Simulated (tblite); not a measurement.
Species: C3H5 (doublet state).
SMILES: `C=[C]C`

Structure optimised with GFN2-xTB, isolated species. This method treats the open shell by occupation alone, without spin polarisation.

Take the most abundant isotopes and a rigid rotor. 

Give the principal moments of inertia and the rotational constants in cm⁻¹.

Ia = 6.46, Ib = 58.08, Ic = 61.38 u·Å²; 505379 MHz·u·Å²/I gives 78277, 8702 and 8233 MHz, that is A = 2.61103, B = 0.29027, C = 0.27462 cm⁻¹.

Classify the top.

A near-prolate asymmetric top; Ray's κ = -0.987.

What does the inertial defect say?

Not planar: Δ = Ic − Ia − Ib = -3.15 u·Å². For a rigid frame Δ = −2 Σ m c², so Σ m c² = 1.57 u·Å² lies off the ab plane, practically all of it from hydrogen. The atom farthest from that plane is 0.88 Å away.

Estimate the classical rotational partition function at 200 K, 298.15 K and 500 K.

Point group Cs, symmetry number σ = 1; q = (√π/σ)·√((kT/h)³/(ABC)), k/h = 20836.6 MHz/K: 6370 at 200 K, 11600 at 298.15 K, 25200 at 500 K.

For this open shell read J as N, the rotation without spin; fine and hyperfine splittings come on top. Its GFN2-xTB frequencies are all real (lowest 110 cm⁻¹). Zero-point vibration and centrifugal distortion are left out.

These are computed values.
